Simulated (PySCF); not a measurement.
# Basis set benchmark on one molecule

Molecule: dimethylformamide (SMILES CN(C)C=O).

Molfile (atoms numbered from 1):
```
C3H7NO
     RDKit          3D

 12 11  0  0  0  0  0  0  0  0999 V2000
    1.3346    0.0492    0.3208 C   0  0  0  0  0  0  0  0  0  0  0  0
   -0.0523    0.1275   -0.0401 N   0  0  0  0  0  0  0  0  0  0  0  0
   -0.8387   -1.0767    0.0113 C   0  0  0  0  0  0  0  0  0  0  0  0
   -0.6308    1.2986   -0.4209 C   0  0  0  0  0  0  0  0  0  0  0  0
   -1.7894    1.4426   -0.7358 O   0  0  0  0  0  0  0  0  0  0  0  0
    1.7930    1.0460    0.2481 H   0  0  0  0  0  0  0  0  0  0  0  0
    1.4616   -0.3122    1.3566 H   0  0  0  0  0  0  0  0  0  0  0  0
    1.8890   -0.6348   -0.3456 H   0  0  0  0  0  0  0  0  0  0  0  0
   -1.8656   -0.8213   -0.2802 H   0  0  0  0  0  0  0  0  0  0  0  0
   -0.4443   -1.8399   -0.6815 H   0  0  0  0  0  0  0  0  0  0  0  0
   -0.8443   -1.5034    1.0290 H   0  0  0  0  0  0  0  0  0  0  0  0
    0.1027    2.1417   -0.4107 H   0  0  0  0  0  0  0  0  0  0  0  0
  1  2  1  0
  2  3  1  0
  2  4  1  0
  4  5  2  0
  1  6  1  0
  1  7  1  0
  1  8  1  0
  3  9  1  0
  3 10  1  0
  3 11  1  0
  4 12  1  0
M  END
```

Geometry PBE0-D3(BJ)/def2-SVP throughout; GIAO in PySCF 2.14.0 with density-fitted response routines, gas phase, one conformer, non-relativistic; equivalent atoms averaged; functional PBE0.

Reference values (measured; solution, CDCl3, 298 K; Fulmer et al., Organometallics 2010, 29, 2176): δ(H12) = 8.02 ppm, δ(C4) = 162.6 ppm. Computed shifts are taken against TMS, calculated as an isolated molecule at each level.

Problem. How do the basis sets STO-3G, 6-31G, pcSseg-0, 6-31G*, def2-SVP, cc-pVDZ, pcSseg-1, 6-311+G(2d,p), aug-cc-pVDZ, def2-TZVP, IGLO-III, cc-pVTZ, pcSseg-2 perform against the reference? Times are CPU seconds on shared hosts with different chips, so compare them loosely.

Solution. 
```tsv
basis set	functions	H12	C4	abs. error H	abs. error C	core-s
STO-3G	32	6.71	106.3	1.31	56.3	2.2
6-31G	59	8.11	151.8	0.09	10.8	4.3
pcSseg-0	59	8.05	170.7	0.03	8.1	7.5
6-31G*	84	7.64	148.7	0.38	13.9	5.8
def2-SVP	105	7.33	152.5	0.69	10.1	6.8
cc-pVDZ	105	7.51	153.0	0.51	9.6	12
pcSseg-1	120	7.69	162.0	0.33	0.6	8.2
6-311+G(2d,p)	177	8.06	161.1	0.04	1.5	15
aug-cc-pVDZ	178	8.11	157.8	0.09	4.8	25
def2-TZVP	197	8.00	162.0	0.02	0.6	17
IGLO-III	245	8.05	165.5	0.03	2.9	43
cc-pVTZ	248	7.93	161.1	0.09	1.5	36
pcSseg-2	278	8.00	167.0	0.02	4.4	17
```

For ¹H the closest is def2-TZVP (0.02 ppm, with pcSseg-2, pcSseg-0, IGLO-III, 6-311+G(2d,p) practically level) and the furthest STO-3G (1.31 ppm).

For ¹³C the closest is pcSseg-1 (0.6 ppm, with def2-TZVP practically level) and the furthest STO-3G (56.3 ppm). Where a smaller basis beats a larger one, errors probably cancel; the largest sets show where the functional converges. One molecule is a small sample, and vibrational and solvent effects are absent from the calculation.

A small basis that lands close on one nucleus may do so by chance; judge by the trend and by all nuclei.
